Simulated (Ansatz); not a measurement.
# PCO, doublet: vertical spin and charge gaps

Geometry (PBE0/def2-TZVP stationary point for this spin, not checked as a minimum):

```xyz
3

O     0.0000    0.0000    1.3231
C     0.0000    0.0000    0.1664
P     0.0000    0.0000   -1.4895
```

Basis cc-pVDZ; Ansatz 0.2.0. Correlated methods freeze the noble-gas cores. R marks a restricted (for open shells ROHF) determinant, U an unrestricted one. Active spaces: valence = (13e, 11o, short of the full valence) chosen from the atoms' valence shells.

Gaps are energies of the second state less the first, at fixed atoms, for a selection of the levels run; each method lands on the state that its own search finds for that charge and spin.

Unrestricted rows (U, and Kohn–Sham where it breaks symmetry) aren't spin-pure: their determinants' ⟨S²⟩ exceeds S(S+1) by up to 0.14, so they mix in states of higher spin. For open shells CISD is restricted-active-space CI with the open shells as a complete middle space. A value is left out where its run failed or describes another state than the reference as far as symmetry and spin tell, or, spin-broken singlets apart, can't be checked.

Removing an electron, to the triplet: 8.895 eV at UCCSDT(Q).

```csv
level,gap (eV),error (meV),⟨S²⟩ where 0.1 over S(S+1) (first / second)
RHF,8.408,-487,– / –
UHF,8.189,-706,– / 2.14
RMP2,8.864,-31,– / –
UMP2,9.097,202,– / 2.14
CISD,8.733,-162,– / –
RCCSD,8.844,-51,– / –
UCCSD,8.836,-59,– / 2.14
RCCSD(T),8.892,-3,– / –
UCCSD(T),8.905,10,– / 2.14
BCCD(T),8.897,2,– / –
RCCSDT,8.893,-2,– / –
UCCSDT,8.894,-1,– / 2.14
RCCSDT(Q),8.895,0,– / –
CASSCF (valence space),7.996,-899,– / –
NEVPT2 (valence space),8.736,-159,– / –
MRCISD (valence space),8.740,-155,– / –
MRCISD+Q (valence space),8.864,-31,– / –
PBE,9.313,418,– / –
r2SCAN,9.414,519,– / –
PBE0,9.352,457,– / –
B3LYP,9.376,481,– / –
CAM-B3LYP,9.335,440,– / –
wB97M-V,9.247,352,– / –
B2PLYP,9.189,294,– / –
RPA-PBE,9.084,189,– / –
```

Quartet less doublet: 3.896 eV at UCCSDT(Q).

| level | gap (eV) | error (meV) |
| --- | --- | --- |
| UMP2 | 3.996 | 100 |
| CISD | 3.557 | -339 |
| UCCSD | 3.732 | -164 |
| RCCSD(T) | 3.879 | -17 |
| BCCD(T) | 3.884 | -12 |
| RCCSDT(Q) | 3.893 | -3 |
| CASSCF (valence space) | 4.257 | 361 |
| r2SCAN | 3.837 | -59 |
| PBE0 | 3.712 | -184 |
| CAM-B3LYP | 3.691 | -205 |

In so small a basis the reference is far from its limit while semilocal and hybrid functionals are nearer theirs (RPA and double hybrids share much of the reference's basis error), so the functionals' errors here hold much of the reference's basis and frozen-core error, which can add to them or hide them.

Full CI isn't at hand for all of this; UCCSDT(Q) serves as the reference, and is uncertain by about the last step of the cluster series. The frozen core follows each run's orbitals, which can shift R against U totals by a few meV.
